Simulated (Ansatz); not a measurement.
Task: a comparison of dispersion corrections of C3H6S, SMILES C1CSC1, with the Ansatz DFT code, driven from Python. Give the script and its output. Use (for the species named): r2SCAN, def2-SVP basis, multiplicity 1, D3BJ dispersion.

```tsv
atom	x (Å)	y (Å)	z (Å)
C	-0.5585	0.3494	-0.1836
C	-0.2414	-1.1068	-0.3169
S	0.7752	-0.9414	1.1558
C	0.8167	0.7539	0.4739
H	-0.7860	0.8931	-1.1671
H	-1.4802	0.5986	0.4433
H	0.3528	-1.3533	-1.2168
H	-1.0454	-1.7733	-0.2335
H	0.6947	1.5706	1.2517
H	1.5554	0.9581	-0.2039
```

The script, `c3h6s.py`:
```python
"""Size of D3 and D4 in C3H6S."""

import ansatz
from ase import Atoms

atoms = Atoms(["C", "C", "S", "C", "H", "H", "H", "H", "H", "H"], positions=[
    (-0.5585, 0.3494, -0.1836),
    (-0.2414, -1.1068, -0.3169),
    (0.7752, -0.9414, 1.1558),
    (0.8167, 0.7539, 0.4739),
    (-0.786, 0.8931, -1.1671),
    (-1.4802, 0.5986, 0.4433),
    (0.3528, -1.3533, -1.2168),
    (-1.0454, -1.7733, -0.2335),
    (0.6947, 1.5706, 1.2517),
    (1.5554, 0.9581, -0.2039),
])
system = ansatz.Crystal.molecule_from_ase(atoms)

calculation = system.calculation().basis(gaussian="def2-SVP")
for name in ["r2scan", "pbe0"]:
    for correction in ("d3bj", "d4"):
        report = calculation.functional(name, dispersion=correction).run(threads=1).report
        print(f"{name:8s} {correction:5s} total {report['free_energy_ev']:.5f} eV, of which dispersion {1000 * report['dispersion']['energy']['ev']:.2f} meV")
```

Output of `python c3h6s.py`:
```text
DeckWarning: the engine holds no damping parameters fitted to this dispersion correction and functional, so the run takes those fitted to r2scan beside the three-body term, which d3bj leaves out (hamiltonian.dispersion, under Limitations)
r2scan   d3bj  total -14034.55209 eV, of which dispersion -55.99 meV
r2scan   d4    total -14034.54298 eV, of which dispersion -46.89 meV
pbe0     d3bj  total -14029.89660 eV, of which dispersion -182.11 meV
pbe0     d4    total -14029.88094 eV, of which dispersion -166.45 meV
```
(Warnings from the package without file and line.)

Reading the output:
- Total energies depend on the basis set; only differences at equal settings carry meaning.
- The geometry is a force-field or estimated start, not a minimum of this method, and the basis set is short of its limit. D4 holds the three-body term, and d3bj doesn't.
- A dispersion term here runs with damping parameters fitted for another variant or functional.
- It ran for 15 s on 1 thread of Arm Neoverse V1 (shared host), peak memory 0.26 GiB.
